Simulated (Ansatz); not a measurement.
HgS (P3₂21, No. 154) was calculated with PBE (PAW; Ansatz, a first-principles code).

Numerical settings: plane-wave cutoff 520 eV, 12×12×4 k mesh (along the axes of the cell as run), Fermi–Dirac smearing 0.01 eV, scalar-relativistic PAW data made under PBE.

Properties against volume:

Shape and atoms are relaxed at each volume.

| V (Å³/atom) | P (GPa) | direct gap at Γ (eV) | smallest gap on the k mesh (eV) | c (Å) |
|---|---|---|---|---|
| 26.943 | 0.35 | 1.747 | 1.717 | 9.709 |
| 27.504 | 0.16 | 1.808 | 1.776 | 9.735 |
| 28.066 | 0.00 | 1.864 | 1.830 | 9.759 |
| 28.627 | -0.13 | 1.917 | 1.877 | 9.782 |
| 29.188 | -0.23 | 1.966 | 1.920 | 9.805 |

A straight line through the gaps at Γ against ln V gives a volume deformation potential dE_g(Γ)/d ln V of 2.7 eV: the gap at Γ narrows under compression.

Note: the cell is over a tenth larger than the published one: the level's own overestimate first of all, though another phase or state, or a fault of the published cell, is possible; the bulk modulus comes from volumes at which shape and atoms were relaxed.

Spin–orbit coupling is not included.
